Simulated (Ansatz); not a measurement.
## HNO (SMILES N=O): from total energies to a heat of formation

HNO has 3 atoms, charge 0, and is taken as a singlet. SMILES: `N=O`. Geometry: relaxed at PBE0-D4/def2-TZVP.

```xyz
3

N    -0.2837    0.3128   -0.1172
O     0.7553    0.3972    0.4565
H    -0.4716   -0.7100   -0.3393
```

Total energies at BLYP/def2-TZVPPD (Ansatz 0.2.0); the atoms run unrestricted:

| species | state | energy (Eh) |
| --- | --- | --- |
| HNO | singlet | -130.519397 |
| N | quartet | -54.589492 |
| O | triplet | -75.086187 |
| H | doublet | -0.497552 |

Harmonic wavenumbers at PBE0-D4/def2-TZVP, in cm⁻¹: 1578, 1725, 2878.

Measured heats of formation of the gaseous atoms at 298.15 K, in kJ/mol: N 472.4, O 249.2, H 218.0. Spin-orbit lowering of the atoms at 298 K (mean of the ground term's levels less their thermal mean, from spectra), in kJ/mol: O 0.40. Take 1 Eh = 2625.50 kJ/mol, 1 cm⁻¹ = 0.0119627 kJ/mol, RT = 2.479 kJ/mol.

Problem. Work out the heat of formation of the gas at 298 K.

Solution. 
1. Electronic atomisation energy: (-54.589492) + (-75.086187) + (-0.497552) − (-130.519397) = 0.346166 Eh = 908.9 kJ/mol.
2. Zero-point energy: half the sum of the wavenumbers, 3090.5 cm⁻¹ = 37.0 kJ/mol.
3. Thermal vibrational enthalpy, Σ hcν̃/(exp(hcν̃/kT) − 1): 0.0 kJ/mol. Translation, rotation and pV of a non-linear molecule: 4 RT = 9.9 kJ/mol.
4. The 3 free atoms carry 5/2 RT each: 18.6 kJ/mol.
5. Spin-orbit coupling lowers the free atoms by 0.40 = 0.4 kJ/mol.
6. Atomisation enthalpy at 298 K: 908.9 − 0.4 − 37.0 − 0.0 − 9.9 + 18.6 = 880.2 kJ/mol.
7. Sum of the atoms' heats of formation: 939.6 kJ/mol. Heat of formation: 939.6 − 880.2 = +59.4 kJ/mol.

No measured value is set beside it here. Anharmonicity and any spin-orbit splitting of the molecule are left out.
